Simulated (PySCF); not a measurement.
Gas-phase reaction: 2 SiF3OH + 3 Si + 4 H2O ⇌ 3 SiF2(OH)2 + 2 SiH2

Energies from PySCF, thermal terms from the rigid-rotor harmonic-oscillator model, ideal gas at 1 bar. † marks an energy on the PBE0/def2-TZVP geometry and frequencies; other levels use their own. 6-31G* has spherical d functions here. Open shells (unrestricted): Si (multiplicity 3); the rest are closed-shell singlets. Spin-orbit splitting is ignored; it lowers the true energy and changes the entropy of Si. B3LYP is the form with VWN-RPA correlation. SiF3OH, SiF2(OH)2: computed as isolated molecules; such fragments, hydroxides, amides, oligomers or adducts are transient or little studied in the gas.

HF/6-31G* gives ΔH°(298 K) = -970 kJ.

**Question.** What do B3LYP/def2-TZVP†, PBE0/def2-TZVP, PBE0/def2-SVP† give?

**Answer.** B3LYP/def2-TZVP†: -1197 kJ; PBE0/def2-TZVP: -1189 kJ; PBE0/def2-SVP†: -1175 kJ. For scale, ΔH°(298 K) is -970 kJ at this level, -1264 kJ at ωB97M-V/def2-TZVP†, and runs from -1553 to -970 kJ over the 20 levels computed († marks an energy on the PBE0/def2-TZVP geometry).
